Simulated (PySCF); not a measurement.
This PySCF input asks for the NMR shieldings of `FC1=CCPC1`, C₄H₆FP; the geometry comes from GFN2-xTB.

```python
import basis_set_exchange as bse
import numpy as np
from pyscf import gto, dft
from pyscf.prop import nmr

atoms = """
F     1.728085   -1.674233    0.577592
C     0.770999   -0.796738    0.218932
C    -0.507174   -0.937446    0.522614
C    -1.399379    0.133157   -0.020496
P    -0.272766    1.535120   -0.549833
C     1.194698    0.378524   -0.602457
H    -0.908366   -1.765025    1.082211
H    -2.129250    0.488145    0.709552
H    -1.958514   -0.237240   -0.886884
H    -0.015431    1.946345    0.768301
H     2.095124    0.857014   -0.212220
H     1.403173    0.071692   -1.633339
"""
names = dict.fromkeys(["F", "C", "P", "H"], "pcSseg-1")
basis = {el: gto.basis.parse(bse.get_basis(n, elements=[el], fmt="nwchem")) for el, n in names.items()}
mol = gto.M(atom=atoms, basis=basis, charge=0, verbose=0)
mf = dft.RKS(mol, xc="PBE0")
mf.grids.level = 2
mf.grids.alignment = dft.numint.BLKSIZE   # the property module wants whole blocks of grid points
mf.conv_tol = 1e-9
mf.kernel()

calc = nmr.RKS(mf)   # GIAO
C = mf.mo_coeff
Co = C[:, mf.mo_occ > 0]
resp = mf.gen_response(singlet=True, hermi=2)
def vind(x):   # induced exchange potential for any number of trial vectors
    d = np.einsum("pi,xij,qj->xpq", C, 2 * x.reshape(-1, C.shape[1], Co.shape[1]), Co, optimize=True)
    return np.einsum("xpq,pi,qj->xij", resp(d - d.transpose(0, 2, 1)), C, Co, optimize=True).ravel()
mo1, _ = nmr.rhf.solve_mo1(calc, with_cphf=vind)
sigma = calc.kernel(mo1)
for i, s in enumerate(sigma):   # ppm
    print("%2d %-2s %9.2f" % (i, mol.atom_pure_symbol(i), np.trace(s) / 3))
```

Question: Give the expected output.

Answer: 
```
 0 F     283.31
 1 C      11.57
 2 C      74.88
 3 C     162.29
 4 P     399.35
 5 C     158.85
 6 H      26.13
 7 H      29.46
 8 H      29.07
 9 H      28.08
10 H      29.34
11 H      28.87
```

These numbers come from an equivalent density-fitted implementation of the same equations, which agrees with the script to about 0.01 ppm for H and up to a few tenths of a ppm for heavy atoms, so last digits may differ.

Size and cost of the density-fitted run: 139 basis functions, roughly 50 core-seconds.
